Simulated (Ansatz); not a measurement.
Process, species as SMILES: O (H2O) -> O (H2O) as doublet, charge +1 + e-

Wanted: adiabatic ionisation energy (0 K, with zero-point energies), in eV. Conventions: spin-orbit terms left out; no dispersion term unless named; UHF or UKS for open shells; non-relativistic. First-principles rows: single points at B3LYP-D3(BJ) geometries (Ansatz, an electronic-structure program), with unscaled harmonic terms from B3LYP/6-31G* at its own minima.

```json
[
 {"species": "O (H2O)", "coefficient": "-1", "E at B3LYP/STO-3G (Ansatz), Eh": "-75.31342", "E at PBE0/def2-TZVPD (Ansatz), Eh": "-76.38086", "zero-point energy, kcal/mol": "13.28"},
 {"species": "O (H2O) as doublet, charge +1", "coefficient": "+1", "E at B3LYP/STO-3G (Ansatz), Eh": "-74.96942", "E at PBE0/def2-TZVPD (Ansatz), Eh": "-75.92195", "zero-point energy, kcal/mol": "11.62"}
]
```

Measured values: CCCBDB table in ASE; they hold spin-orbit and core effects.  Value to compare with, the measured value: 12.62 eV. 1 Eh = 27.2114 eV and 1 eV = 23.0605 kcal/mol.

Problem. Compute it at each level from the table, and compare with the measured value.

Solution. 
- B3LYP/STO-3G: the sum of coefficient times E is 0.34400 Eh, or 9.361 eV; the thermal terms add -0.072. Result: 9.29 eV. Its error against the measured value is -3.33 eV.
- PBE0/def2-TZVPD: the sum of coefficient times E is 0.45891 Eh, or 12.488 eV; the thermal terms add -0.072. Result: 12.42 eV. Its error against the measured value is -0.20 eV.
